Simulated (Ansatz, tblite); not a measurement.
Spin states of B2P⁺, each relaxed with r2SCAN-D4/def2-TZVP in Ansatz. Electronic energies in the gas phase.

The xTB rows come from tblite. B3LYP takes the VWN-RPA correlation. Correlated methods freeze 7 core orbitals. In CCSD on the charge 1 triplet the largest single amplitude is 0.16, so its Hartree–Fock determinant may place the open shell otherwise than the density functionals do. The structure comes from a short search, and lower isomers may exist.

Singlet geometry (C2v within 0.1 Å):

```xyz
3

B     0.712    0.558   -0.225
B     0.343   -0.853    0.155
P    -1.055    0.294    0.070
```

Triplet geometry (C2v within 0.1 Å):

```xyz
3

B    -0.2757   -0.4607   -0.8034
B     0.7513   -0.4239    0.4356
P    -0.4756    0.8846    0.3679
```

Quintet geometry (C2v within 0.1 Å):

Cartesian coordinates in Å:
```
B 0.553 0.471 -0.825
B -1.015 -0.387 -0.164
P 0.462 -0.084 0.989
```

⟨S²⟩: triplet 2.10 at PBE0-D4/def2-TZVP (pure 2.00), quintet 6.01 at PBE0-D4/def2-TZVP (pure 6.00).

Run but left out: HF/STO-3G (singlet: restricted singlet, unstable in another Hartree–Fock run and untested here); HF/def2-TZVP, HF/def2-TZVPP (singlet: restricted singlet, unstable towards broken spin symmetry); MP2/def2-TZVP, MP2/def2-TZVPP (triplet: ⟨S²⟩ 2.51, where a pure state has 2.00).

Only these spin states were relaxed.

| level | triplet − singlet (kJ/mol) | quintet − singlet (kJ/mol) | lowest of these | remarks |
| --- | --- | --- | --- | --- |
| GFN2-xTB | 178.3 | 433.9 | singlet | – |
| PBE-D4/def2-TZVP | 89.5 | 240.7 | singlet | – |
| r2SCAN-D4/def2-TZVP | 63.4 | 192.5 | singlet | – |
| r2SCANh-D4/def2-TZVP | 61.6 | 184.7 | singlet | spin-contaminated (⟨S²⟩ 2.13) (triplet) |
| ωB97M-V/def2-TZVP | 118.2 | 253.9 | singlet | – |
| CCSD/def2-TZVPP | 107.4 | 213.1 | singlet | large T1 (0.059) (singlet), large T1 (0.068) (triplet), restricted SCF unstable (singlet), spin-contaminated (⟨S²⟩ 2.51) (triplet) |

Estimate the rows for GFN1-xTB, B3LYP-D4/def2-TZVP, PBE0-D4/def2-TZVP, CAM-B3LYP-D4/def2-TZVP, RPA@PBE/def2-TZVP, CCSD(T)/def2-TZVPP.


```
                 level  triplet − singlet (kJ/mol)  quintet − singlet (kJ/mol)  lowest of these                                                                                                                             remarks
              GFN1-xTB                       111.3                       343.7          singlet                                                                                                                                   –
    B3LYP-D4/def2-TZVP                        93.1                       231.9          singlet                                                                                                                                   –
     PBE0-D4/def2-TZVP                        81.3                       208.4          singlet                                                                                                                                   –
CAM-B3LYP-D4/def2-TZVP                        90.8                       220.0          singlet                                                                                                                                   –
     RPA@PBE/def2-TZVP                       112.9                       247.6          singlet                                                                                                                                   –
    CCSD(T)/def2-TZVPP                       126.4                       248.3          singlet  large T1 (0.059) (singlet), large T1 (0.068) (triplet), restricted SCF unstable (singlet), spin-contaminated (⟨S²⟩ 2.51) (triplet)
```

The xTB methods have no term that favours high spin, so they put low spin too low.
